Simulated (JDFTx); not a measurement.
Input for JDFTx (a modified build): nitrogen trifluoride, NF3 (SMILES FN(F)F), charge 0, multiplicity 1, nonlinear PCM (GLSSA13), water, 0.5 M NaCl; lengths in bohr, energies in hartree. The run starts from orbitals saved by an earlier run of the same system.

```
lattice \
  18.4248297151 0.0000000000 0.0000000000 \
  0.0000000000 17.9523981839 0.0000000000 \
  0.0000000000 0.0000000000 15.5902405282
coords-type Cartesian
ion F -1.9940672743 1.8629078300 0.5462690935 0
ion N -0.1588785793 0.4383651736 -0.5462690935 0
ion F 1.9940672743 1.3148070127 0.5460375166 0
ion F -0.4749526099 -1.8629078300 0.5461466435 0
ion-species pseudo/f_pbe_v1.4.upf
ion-species pseudo/n_pbe_v1.2.upf
elec-cutoff 20 100
elec-ex-corr gga-PBE
symmetries none
elec-n-bands 13
electronic-minimize nIterations 150 energyDiffThreshold 1e-7
fluid NonlinearPCM
pcm-variant GLSSA13
fluid-solvent H2O
fluid-cation Na+ 0.5
fluid-anion Cl- 0.5
wavefunction read s0.wfns 16
dump-name s3.$VAR
dump End State Ecomponents EigStats BandEigs Forces ElecDensity IonicPositions FluidDebug
```

The log closes as follows.

```
[...]
ElecMinimize: Iter:   5  Etot: -82.733814604492139  |grad|_K:  5.517e-07  alpha:  7.123e-01  linmin: -5.829e-03
ElecMinimize: Iter:   6  Etot: -82.733814668224312  |grad|_K:  3.273e-07  alpha:  7.269e-01  linmin:  1.961e-03
ElecMinimize: Iter:   7  Etot: -82.733814691817301  |grad|_K:  2.003e-07  alpha:  7.698e-01  linmin: -3.554e-03
ElecMinimize: Converged (|Delta Etot|<1.000000e-07 for 2 iters).

# Ionic positions in cartesian coordinates:
ion F  -1.994067274300000   1.862907830000000   0.546269093500000 0
ion F   1.994067274300000   1.314807012700000   0.546037516600000 0
ion F  -0.474952609900000  -1.862907830000000   0.546146643500000 0
ion N  -0.158878579300000   0.438365173600000  -0.546269093500000 0

# Forces in Cartesian coordinates:
force F  -0.021687724531096   0.016953284381641   0.016977726982797 0
force F   0.025268060783063   0.010355932426936   0.016867595383420 0
force F  -0.003728619810663  -0.027415984792035   0.016970551425308 0
force N   0.000181021784540   0.000053164986676  -0.050799742627042 0

# Energy components:
   A_diel =        0.0009827015239398
   Eewald =       23.3780466292197211
       EH =       94.5314570606720821
     Eloc =     -228.0560501734547074
      Enl =       11.9651461880218495
      Exc =      -16.4780119879850488
 Exc_core =        0.0886146998028657
       KE =       31.8360001903819949
-------------------------------------
     Etot =      -82.7338146918173010


	eMin: -1.285606 at state 0 ( [ +0.000000 +0.000000 +0.000000 ] spin 0 )
	HOMO: -0.296910 at state 0 ( [ +0.000000 +0.000000 +0.000000 ] spin 0 )
```

The run took 8 electronic cycles (a count that differs between repeats, as do the digits past 10⁻⁶ Ha); the highest occupied level lies at -8.08 eV from the bulk liquid; the total lies 0.03 eV from the vacuum run at this geometry.
